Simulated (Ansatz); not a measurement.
# C3H3ClO: basis-set convergence

How large a basis does C3H3ClO need? Two functionals are run in growing sets.

Program: Ansatz 0.2.0, Gaussian basis. Level of theory: one geometry, several basis sets. These are calculated values, not measurements.

The runs, in order: PBE0-D4/def2-SVP; ωB97M-V/def2-SVP; PBE0-D4/def2-QZVPP; ωB97M-V/def2-QZVPP; the functionals' def2-TZVPP values are taken from earlier runs.

## 1. Structure used throughout

The geometry comes from an earlier relaxation with PBE0-D4 in a triple-zeta def2 set; it is a stationary point, not always the lowest conformer.

SMILES `C=CC(=O)Cl`, 8 atoms, charge 0, spin multiplicity 1.

Atoms are counted from 1 here; the program's logs count them from 0.

Bond lengths: C1–C2 1.328 Å, C1–H6 1.084 Å, C1–H7 1.083 Å, C2–C3 1.473 Å, C2–H8 1.082 Å, C3–O4 1.184 Å, C3–Cl5 1.785 Å. Angles: C2–C1–H6 120.6°, C2–C1–H7 121.2°, H6–C1–H7 118.2°, C1–C2–C3 119.8°, C1–C2–H8 122.8°, C3–C2–H8 117.4°, C2–C3–O4 127.5°, C2–C3–Cl5 111.9°, O4–C3–Cl5 120.6°.

## 2. PBE0-D4 in def2-SVP

in.yaml reads:

```yaml
crystal:
  periodic: [false, false, false]
  atoms:
    - {symbol: C, position_ang: [0.041161, -0.754905, 1.047570]}
    - {symbol: C, position_ang: [0.409024, 0.188543, 0.188805]}
    - {symbol: C, position_ang: [-0.401618, 0.439591, -1.015204]}
    - {symbol: O, position_ang: [-1.394696, -0.114501, -1.343767]}
    - {symbol: Cl, position_ang: [0.284543, 1.746723, -2.018128]}
    - {symbol: H, position_ang: [-0.851798, -1.344100, 0.871753]}
    - {symbol: H, position_ang: [0.620680, -0.958149, 1.939841]}
    - {symbol: H, position_ang: [1.292704, 0.796787, 0.329130]}
basis:
  gaussian: {orbitals: def2-SVP}
hamiltonian: {xc: pbe0, dispersion: d4}
output: {orbitals: {seedname: orbitals}}
```

Started as:

```
> ansatz run in.yaml --threads 4 --pin off --events-out ev --progress --plain --max-ram 10444MiB
```

Further steps of the session: ωB97M-V in def2-SVP; PBE0-D4 in def2-QZVPP; ωB97M-V in def2-QZVPP.

Before running them: what should the planned runs give, taken together? Wanted: PBE0-D4: double and triple zeta above quadruple; ωB97M-V: double and triple zeta above quadruple.

As calculated:

| quantity | value |
| --- | --- |
| PBE0-D4: double and triple zeta above quadruple | 10.86, 0.64 eV |
| ωB97M-V: double and triple zeta above quadruple | 10.99, 0.61 eV |

**Reading.** For PBE0-D4 the step from double to triple zeta gains 10.22 eV and the next only 0.64 eV. Total energies overstate the basis error of differences, where much of it tends to cancel.
